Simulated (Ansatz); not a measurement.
Input for Ansatz (development build ahead of 0.2.0):

```yaml
crystal:
  periodic: [false, false, false]
  atoms:
    - { symbol: S, position_ang: [0.0, 0.0, 0.0] }
    - { symbol: C, position_ang: [0.0, 2.2713, 1.3113] }
    - { symbol: Si, position_ang: [0.0, -2.7105, 1.5649] }
basis:
  gaussian: { orbitals: pcseg-2 }
magnetization:
  spin_polarized: true
hamiltonian:
  xc: pbe
```

The input is written out in the form of the current development build from the run's settings.

Results

- Converged: yes
- Total energy: -725.09165 hartree
- Spin squared of the determinant: 1.252
- Stability test: minimum

Caution: the unrestricted determinant is a mixture of spin states.
